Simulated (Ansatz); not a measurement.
Input for Ansatz (development build ahead of 0.2.0):

```yaml
crystal:
  periodic: [false, false, false]
  atoms:
    - { symbol: O, position_ang: [1.9541, 0.00387, -0.0048] }
    - { symbol: H, position_ang: [1.44259, 0.69346, 0.43944] }
    - { symbol: H, position_ang: [2.68545, 0.46549, -0.43698] }
    - { symbol: O, position_ang: [-0.00531, 1.96959, 0.00597] }
    - { symbol: H, position_ang: [-0.68962, 1.44395, -0.42928] }
    - { symbol: H, position_ang: [-0.47808, 2.67154, 0.43885] }
    - { symbol: O, position_ang: [-1.96594, -0.00589, 0.0] }
    - { symbol: H, position_ang: [-1.44774, -0.68165, 0.42993] }
    - { symbol: H, position_ang: [-2.67155, -0.47119, -0.43557] }
    - { symbol: O, position_ang: [0.00494, -1.95463, -0.00946] }
    - { symbol: H, position_ang: [0.68248, -1.44486, -0.42445] }
    - { symbol: H, position_ang: [0.46857, -2.6755, 0.4317] }
basis:
  gaussian: { orbitals: cc-pVDZ }
hamiltonian:
  xc: hf
```

The input is written out in the form of the current development build from the run's settings.

The run gave:

```yaml
Converged: yes
Total_energy: -304.14354 hartree
Spin_squared_of_the_determinant: 0.000
```
